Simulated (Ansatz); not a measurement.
**SiH$_{4}$ ··· PH$_{3}$**

The pair of SiH$_{4}$ (SMILES [SiH4], atoms 1–5) and PH$_{3}$ (SMILES P, atoms 6–9), both closed shells, in one local arrangement (a lower one may exist), relaxed at PBE0-D4/def2-TZVP:

```
atom    x (Å)    y (Å)    z (Å)
 Si1  -0.2922   0.0005  -1.8479
  H2  -0.4208  -0.3443  -3.2888
  H3  -1.6432   0.2255  -1.2775
  H4   0.5307   1.2268  -1.7097
  H5   0.3670  -1.1291  -1.1429
  P6   0.2112   0.2957   1.8425
  H7   0.1509   0.8606   3.1434
  H8   1.5167  -0.2256   2.0367
  H9  -0.4201  -0.9101   2.2443
```

Program: Ansatz 0.2.0. Basis: def2-TZVPPD, with def2-QZVPPD for the basis limit. Cores are frozen in the correlated methods. B3LYP uses VWN-RPA correlation. Extrapolation: Hartree–Fock as exp(−7.88 √X), correlation as X^−2.97. Interaction energies count from these two fragments, frozen as in the pair, with the counterpoise correction; negative means bound.

What is the interaction energy by CCSD(T) at an estimated basis limit (MP2 extrapolated from triple and quadruple zeta, plus CCSD(T) − MP2 in triple zeta)? (An estimate is asked for; the value comes from the calculation.)

The calculation gives: -1.11 kcal/mol. Hartree–Fock alone gives 0.92 kcal/mol at the basis limit, so without correlation the pair would not bind at this distance. It counts from the two fragments frozen as in the pair.

The same quantity by other methods in triple zeta, and each one's difference from that estimate:
| method | E_int (kcal/mol) | difference |
| --- | --- | --- |
| PBE-D4 | -1.55 | -0.44 |
| revPBE-D4 | -1.29 | -0.18 |
| BLYP-D4 | -1.14 | -0.04 |
| r2SCAN-D4 | -1.01 | 0.10 |
| B97M-V | -1.12 | -0.01 |
| PBE0-D4 | -1.43 | -0.32 |
| B3LYP-D4 | -1.24 | -0.13 |
| HSE06-D4 | -1.42 | -0.32 |
| wB97X-V | -1.12 | -0.01 |
| wB97M-V | -1.19 | -0.08 |
| B2PLYP | -0.08 | 1.03 |
| HF | 0.94 | 2.04 |
| MP2 | -0.90 | 0.21 |
| CCSD | -0.54 | 0.56 |
| CCSD(T) | -0.80 | 0.31 |
Differences are method less estimate.

Which atoms make the shortest contact between the fragments?

H5 and P6, 3.31 Å apart.

Basis-set superposition shift (counterpoise-corrected less uncorrected): CCSD(T) 0.25; MP2 0.26; HF 0.05; PBE0-D4 0.05; wB97M-V 0.08 kcal/mol.

The T1 diagnostic stays at or below 0.014.

For scale, one of the runs: CCSD(T)/def2-TZVPPD, 215 basis functions, launched by `ansatz run in.yaml --threads 2 --pin off --events-out ev --progress --plain --max-ram 5222MiB`. Time: 32 s of wall clock on 2 CPU threads of an Intel Xeon Platinum 8488C; the host was shared. Peak host memory: 2.8 GiB.
